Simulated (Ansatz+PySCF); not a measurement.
Values are calculated unless marked as measured or tabulated.
Input for Ansatz (development build ahead of 0.2.0):

```yaml
crystal:
  periodic: [false, false, false]
  atoms:
    - { symbol: C, position_ang: [0.00828, 0.02289, -0.37639] }
    - { symbol: "N", position_ang: [-0.0059, 0.59602, 0.95616] }
    - { symbol: H, position_ang: [-0.00337, -0.18811, 1.60492] }
    - { symbol: H, position_ang: [6.0e-05, 0.81838, -1.12494] }
    - { symbol: H, position_ang: [0.86877, -0.62533, -0.5316] }
    - { symbol: H, position_ang: [-0.86817, -0.61781, -0.53453] }
basis:
  gaussian: { orbitals: cc-pVTZ }
magnetization:
  spin_polarized: true
  initial_magnetization: 1
hamiltonian:
  xc: hf
correlation:
  method: mp2
  frozen_orbitals: { C: 1, H: 0, "N": 1 }
output:
  forces: true
```

The input is written out in the form of the current development build from the run's settings.

Output:

```json
{
  "Converged": "yes",
  "Reference energy": "-94.63080 hartree",
  "Correlation energy": "-0.35491 hartree",
  "Total energy": "-94.98571 hartree",
  "Spin squared of the determinant": "0.761",
  "Stability test": "minimum"
}
```

Forces (eV/Å):
```tsv
atom	Fx	Fy	Fz
C1	-0.322	0.221	0.128
N2	0.022	0.012	-0.316
H3	0.013	-0.124	0.066
H4	0.062	-0.211	0.129
H5	0.213	0.000	-0.020
H6	0.012	0.102	0.013
```
